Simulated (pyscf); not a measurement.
A first-order saddle from PySCF, ωB97X-D3(BJ)/def2-SVP:

```xyz
9

O     -0.6058     0.9865     0.5538
Ge     0.4630    -0.3781     1.5703
O      0.4566     0.9005     2.6606
O     -0.5845    -1.7767     1.6471
O      1.8236    -0.9037     0.5984
H     -0.3442     1.3970     1.5542
H     -1.5549     0.8019     0.4980
H     -0.2440    -2.5133     1.1231
H      2.5414    -0.2580     0.5864
```

Surface: singlet, charge 0. Lowest wavenumbers (cm⁻¹): 833i, 140, 220, 229, 255.

Q: Which two sides does it connect, and which bonds change?

A: `[OH][Ge]([OH])([OH])[OH]` ⇌ `[OH2]` + `[O]=[Ge]([OH])[OH]`, an elimination read from left to right: Ge–O, H–O broken and H–O formed. At ωB97M-D3(BJ)/def2-TZVP it lies +47.1 kcal/mol from the left side and -14.7 kcal/mol from the right (each side as separated species at their lowest minima found). On the product side the descent ends in an adduct with a Ge–O contact, 19.2 kcal/mol under the separated species and 3.7 kcal/mol under the saddle at ωB97X-D3(BJ)/def2-TZVP. At ωB97M-D3(BJ) the saddle lies under the separated products, which points to a path from their complex (located at ωB97X-D3(BJ) alone), and parting the products costs more than the saddle. What is counted as broken (Ge–O) persists as a longer contact in the product adduct; parting that adduct is a step of its own. One saddle was located; it need not be the lowest between these sides. Elements up to Kr have no core potential and no relativistic terms here.
